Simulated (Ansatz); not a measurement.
Task: Predict a relaxed structure of AlH2F, charge 0, singlet, at PBE0-D4/def2-TZVP (Ansatz).

Result: 
Cartesian coordinates in Å:
```
Al 0.004 0.020 -0.052
H 0.926 1.278 -0.272
H -0.781 -0.764 -1.171
F -0.149 -0.534 1.495
```
Point group C2v (tolerance 0.1 Å). This is one stationary point.
